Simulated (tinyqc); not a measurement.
RKS/PBE0 in the sto-3g basis, for H2F+, spin multiplicity 1, step by step. One step of it, computed by the program tinyqc.

Task: Iteration 1: building the Kohn-Sham matrix. J_ij = sum D_kl (ij|kl), K_ij = sum D_kl (ik|jl); F = H + J - 0.125 K + V_xc; E = tr D H + tr D J / 2 - 0.0625 tr D K + E_xc + E_nn.

D at the start, lower triangle:
```
            1F 1s      1F 2s    1F 2px     1F 2py     1F 2pz      2H 1s     3H 1s
1F 1s    2.132549
1F 2s   -0.582808   2.557162
1F 2px   0.000000   0.000000  2.000000
1F 2py   0.000000   0.000000  0.000000   2.314982
1F 2pz  -0.032787   0.195169  0.000000   0.000000   2.084135
2H 1s    0.070438  -0.304004  0.000000  -0.342042  -0.158145   0.095480
3H 1s    0.070438  -0.304004  0.000000   0.342042  -0.158145  -0.005594  0.095480
```

core Hamiltonian H = T + V (hartree), lower triangle:
```
             1F 1s       1F 2s     1F 2px     1F 2py     1F 2pz      2H 1s      3H 1s
1F 1s   -41.127263
1F 2s    -9.651993  -11.599266
1F 2px    0.000000    0.000000  -9.226159
1F 2py    0.000000    0.000000   0.000000  -9.382984
1F 2pz   -0.013760   -0.166310   0.000000   0.000000  -9.278701
2H 1s    -1.824211   -3.977729   0.000000  -2.239465  -1.343221  -5.566274
3H 1s    -1.824211   -3.977729   0.000000   2.239465  -1.343221  -1.465699  -5.566274
```

Two-electron integrals (ij|kl) in chemists' order, unique and non-zero (hartree):
```
(11|11) 5.403501    (21|11) 0.841920    (21|21) 0.156299    (22|11) 1.268028
(22|21) 0.292344    (22|22) 0.926167    (31|31) 0.027998    (32|31) 0.043169
(32|32) 0.204588    (33|11) 1.264502    (33|21) 0.292403    (33|22) 0.925959
(33|33) 0.997514    (41|41) 0.027998    (42|41) 0.043169    (42|42) 0.204588
(43|43) 0.053770    (44|11) 1.264502    (44|21) 0.292403    (44|22) 0.925959
(44|33) 0.889973    (44|44) 0.997514    (51|51) 0.027998    (52|51) 0.043169
(52|52) 0.204588    (53|53) 0.053770    (54|54) 0.053770    (55|11) 1.264502
(55|21) 0.292403    (55|22) 0.925959    (55|33) 0.889973    (55|44) 0.889973
(55|55) 0.997514    (61|11) 0.160442    (61|21) 0.029521    (61|22) 0.054823
(61|33) 0.054740    (61|41) 0.001047    (61|42) 0.001957    (61|44) 0.054931
(61|51) 0.000606    (61|52) 0.001133    (61|54) 0.000110    (61|55) 0.054804
(61|61) 0.005633    (62|11) 0.391623    (62|21) 0.091438    (62|22) 0.321502
(62|33) 0.316901    (62|41) 0.005375    (62|42) 0.041322    (62|44) 0.327009
(62|51) 0.003111    (62|52) 0.023918    (62|54) 0.005850    (62|55) 0.320288
(62|61) 0.017503    (62|62) 0.135430    (63|31) 0.009748    (63|32) 0.057093
(63|43) 0.008777    (63|53) 0.005080    (63|63) 0.020444    (64|11) 0.225112
(64|21) 0.053253    (64|22) 0.200491    (64|33) 0.191816    (64|41) 0.012495
(64|42) 0.081665    (64|44) 0.215545    (64|51) 0.001590    (64|52) 0.014223
(64|54) 0.008655    (64|55) 0.193885    (64|61) 0.010639    (64|62) 0.103509
(64|64) 0.098973    (65|11) 0.130299    (65|21) 0.030824    (65|22) 0.116048
(65|33) 0.111027    (65|41) 0.001590    (65|42) 0.014223    (65|44) 0.114602
(65|51) 0.010668    (65|52) 0.065325    (65|54) 0.010846    (65|55) 0.122385
(65|61) 0.006158    (65|62) 0.059913    (65|64) 0.045455    (65|65) 0.046754
(66|11) 0.530747    (66|21) 0.125963    (66|22) 0.509645    (66|33) 0.491855
(66|41) 0.009667    (66|42) 0.103522    (66|44) 0.531383    (66|51) 0.005596
(66|52) 0.059921    (66|54) 0.022880    (66|55) 0.505098    (66|61) 0.024287
(66|62) 0.270195    (66|64) 0.239862    (66|65) 0.138837    (66|66) 0.774606
(71|11) 0.160442    (71|21) 0.029521    (71|22) 0.054823    (71|33) 0.054740
(71|41) -0.001047   (71|42) -0.001957   (71|44) 0.054931    (71|51) 0.000606
(71|52) 0.001133    (71|54) -0.000110   (71|55) 0.054804    (71|61) 0.005551
(71|62) 0.016977    (71|64) 0.009451    (71|65) 0.005977    (71|66) 0.023308
(71|71) 0.005633    (72|11) 0.391623    (72|21) 0.091438    (72|22) 0.321502
(72|33) 0.316901    (72|41) -0.005375   (72|42) -0.041322   (72|44) 0.327009
(72|51) 0.003111    (72|52) 0.023918    (72|54) -0.005850   (72|55) 0.320288
(72|61) 0.016977    (72|62) 0.110177    (72|64) 0.057830    (72|65) 0.047230
(72|66) 0.179497    (72|71) 0.017503    (72|72) 0.135430    (73|31) 0.009748
(73|32) 0.057093    (73|43) -0.008777   (73|53) 0.005080    (73|63) 0.016069
(73|73) 0.020444    (74|11) -0.225112   (74|21) -0.053253   (74|22) -0.200491
(74|33) -0.191816   (74|41) 0.012495    (74|42) 0.081665    (74|44) -0.215545
(74|51) -0.001590   (74|52) -0.014223   (74|54) 0.008655    (74|55) -0.193885
(74|61) -0.009451   (74|62) -0.057830   (74|64) -0.014664   (74|65) -0.024259
(74|66) -0.084031   (74|71) -0.010639   (74|72) -0.103509   (74|74) 0.098973
(75|11) 0.130299    (75|21) 0.030824    (75|22) 0.116048    (75|33) 0.111027
(75|41) -0.001590   (75|42) -0.014223   (75|44) 0.114602    (75|51) 0.010668
(75|52) 0.065325    (75|54) -0.010846   (75|55) 0.122385    (75|61) 0.005977
(75|62) 0.047230    (75|64) 0.024259    (75|65) 0.036062    (75|66) 0.085037
(75|71) 0.006158    (75|72) 0.059913    (75|74) -0.045455   (75|75) 0.046754
(76|11) 0.134619    (76|21) 0.031716    (76|22) 0.121060    (76|33) 0.119003
(76|44) 0.121562    (76|51) 0.001748    (76|52) 0.016044    (76|55) 0.122487
(76|61) 0.005999    (76|62) 0.050043    (76|64) 0.033328    (76|65) 0.025252
(76|66) 0.103802    (76|71) 0.005999    (76|72) 0.050043    (76|74) -0.033328
(76|75) 0.025252    (76|76) 0.022499    (77|11) 0.530747    (77|21) 0.125963
(77|22) 0.509645    (77|33) 0.491855    (77|41) -0.009667   (77|42) -0.103522
(77|44) 0.531383    (77|51) 0.005596    (77|52) 0.059921    (77|54) -0.022880
(77|55) 0.505098    (77|61) 0.023308    (77|62) 0.179497    (77|64) 0.084031
(77|65) 0.085037    (77|66) 0.314773    (77|71) 0.024287    (77|72) 0.270195
(77|74) -0.239862   (77|75) 0.138837    (77|76) 0.103802    (77|77) 0.774606
```

nuclear repulsion = 10.23873765 hartree

V_xc (hartree), lower triangle:
```
            1F 1s      1F 2s     1F 2px     1F 2py     1F 2pz      2H 1s      3H 1s
1F 1s   -2.544459
1F 2s   -0.361576  -0.726829
1F 2px   0.000000   0.000000  -0.718626
1F 2py   0.000000   0.000000   0.000000  -0.715472
1F 2pz  -0.000588  -0.001809   0.000000   0.000000  -0.718690
2H 1s   -0.069678  -0.218277   0.000000  -0.121323  -0.070881  -0.218037
3H 1s   -0.069678  -0.218277   0.000000   0.121323  -0.070881  -0.066960  -0.218037
```

E_xc = sum of w rho eps_xc = -8.55246493 hartree

Give: Coulomb J; exchange K; Kohn-Sham matrix F; total energy of this density.

Result:

Coulomb J (hartree), lower triangle:
```
         1F 1s   1F 2s  1F 2px  1F 2py  1F 2pz  2H 1s  3H 1s
1F 1s   21.155
1F 2s    4.060  10.030
1F 2px   0.000   0.000  10.024
1F 2py   0.000   0.000   0.000  10.018
1F 2pz   0.004  -0.001   0.000   0.000  10.021
2H 1s    0.767   3.372   0.000   2.058   1.190  5.122
3H 1s    0.767   3.372   0.000  -2.058   1.190  1.239  5.122
```

exchange K (hartree), lower triangle:
```
         1F 1s  1F 2s  1F 2px  1F 2py  1F 2pz  2H 1s  3H 1s
1F 1s   11.129
1F 2s    1.956  3.258
1F 2px   0.000  0.000   2.686
1F 2py   0.000  0.000   0.000   2.684
1F 2pz   0.001  0.005   0.000   0.000   2.683
2H 1s    0.389  0.962   0.000   0.436   0.252  0.420
3H 1s    0.389  0.962   0.000  -0.436   0.252  0.247  0.420
```

Kohn-Sham matrix F (hartree), lower triangle:
```
          1F 1s   1F 2s  1F 2px  1F 2py  1F 2pz   2H 1s   3H 1s
1F 1s   -23.908
1F 2s    -6.198  -2.704
1F 2px    0.000   0.000  -0.257
1F 2py    0.000   0.000   0.000  -0.416
1F 2pz   -0.011  -0.170   0.000   0.000  -0.312
2H 1s    -1.176  -0.944   0.000  -0.357  -0.256  -0.715
3H 1s    -1.176  -0.944   0.000   0.357  -0.256  -0.324  -0.715
```

total energy of this density = -97.81098 hartree

This density is the starting one.
